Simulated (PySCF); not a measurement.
Rock-salt LiCl: correlation energy from several methods in one and the same small orbital space (PySCF; 2 atoms at the zone centre, 8 electrons in 21 orbitals, empty ones MP2 natural orbitals of a TZ basis, lattice constant set to 4.9857 Å). Its volume lies 9 % below that of the crystal's usual cell. It tests the methods against each other and lies far from the crystal's limit.

Full CI gives -2.7468 eV per atom.

What share of it do MP2, CCSD, CCSD(T), CCSDT, CCSDT(Q) recover?

MP2 80.4 %; CCSD 97.5 %; CCSD(T) 99.6 %; CCSDT 99.9 %; CCSDT(Q) 100.0 %.

```tsv
method	E_corr (eV per atom)	share of full CI (%)	error (meV)
MP2	-2.2090	80.4	538
CCSD	-2.6783	97.5	69
CCSD(T)	-2.7349	99.6	12
CCSDT	-2.7434	99.9	3
CCSDT(Q)	-2.7462	100.0	1
full CI	-2.7468	100.0	0
```

The Hartree–Fock determinant has a weight of 0.92 in the full CI state.

MP2, (T) and (Q) use filled levels shifted down by the Madelung term, which in so small a cell is a large part of the gap, so these rows hang on it.
